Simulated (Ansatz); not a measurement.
# How far a parabola holds: energy against volume of rock-salt AgCl

We consider rock-salt AgCl, described by r²SCAN (PAW; Ansatz, a program for electronic structure). Run with plane-wave cutoff 560 eV, 10×10×10 k mesh, Fermi–Dirac smearing 0.01 eV, no spin polarisation, scalar-relativistic PAW data made under PBE. The cell has no free parameter but its volume, all volumes share cutoff and mesh, and the runs aren't spin-polarised. Energies are free energies at the run's smearing, counted from the lowest row; static lattice.

| V (Å³/atom) | E (meV/atom) |
|---|---|
| 20.459 | 5.83 |
| 20.886 | 1.40 |
| 21.312 | 0.00 |
| 21.738 | 1.29 |
| 22.164 | 4.96 |
| 22.591 | ? |

The 5 complete rows are fitted with a parabola, E against V. With u = V - 21.3, the rows have u = -0.8410, -0.4140, 0.0120, 0.4380, 0.8640. Least squares gives E = 0.005 - 0.6064·u + 7.4250·u². Residuals (row less fit): 0.063, -0.129, 0.001, 0.126, -0.064; standard error 0.142 (degrees of freedom: 2). The fitted curve has its minimum at V = 21.3, where E = -0.01. Its curvature is d²E/dV² = 2 × 7.4250 meV/Å⁶, so B = V0·d²E/dV² × 0.1602 = 50.8 GPa.

### Question
Estimate the missing E (V = 22.591); what did the run itself give?

### Answer
u = 1.2910, so E = 0.005 - 0.6064 × 1.2910 + 7.4250 × 1.2910² = 11.597 meV/atom. The calculation gives 10.73 meV/atom, 0.867 meV/atom below the prediction (8.1 % of the range of E in the table). The row lies outside the fitted rows, so this is an extrapolation. From the scatter of the fitted rows alone, a prediction at this place has a standard error of 0.337 meV/atom, so the miss is 2.6 times that.

The residuals are curvature that a parabola lacks, not noise. A solid that stiffens under compression and softens on expansion lies above the parabola at the compressed end and under it at the expanded end, as this row does. A third-order Birch-Murnaghan fit to the whole scan has B0 = 50.5 GPa. Only scans are tabulated whose curvature falls smoothly with volume, and where the parabola meets the shown rows within 5 % of their range and misses the end by 0.1 meV or more.

Measured, for comparison: bulk modulus 44 GPa (temperature not stated, not corrected to a static lattice, sources range from 44.0 to 53.5; as tabulated in Toher et al. (2017), arXiv:1611.05714). Computed less measured: bulk modulus +15 % (against room or unstated temperature, where such soft solids are markedly softer).
